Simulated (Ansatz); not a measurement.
Basis-set series for F$_{2}$O+, SMILES `F[O+]F` radical. The species carries charge 1 and has multiplicity 2. The geometry is a stationary point of PBE0-D4/def2-TZVP.

```csv
functional,basis,functions,energy (Eh),HOMO (eV),LUMO (eV)
PBE0-D4,def2-SVP,42,-273.69643,-21.73,-16.31
PBE0-D4,def2-TZVPP,93,-274.04803,-21.48,-15.98
ωB97M-V,def2-SVP,42,-273.88673,-24.08,-13.86
ωB97M-V,def2-TZVPP,93,-274.24440,-23.84,-13.56
```

Give the rows for def2-QZVPP. (Best estimate.)

Computed: 
| functional | basis | functions | energy (Eh) | HOMO (eV) | LUMO (eV) |
| --- | --- | --- | --- | --- | --- |
| PBE0-D4 | def2-QZVPP | 171 | -274.06241 | -21.45 | -15.94 |
| ωB97M-V | def2-QZVPP | 171 | -274.25797 | -23.82 | -13.53 |

HOMO and LUMO are taken over both spins.
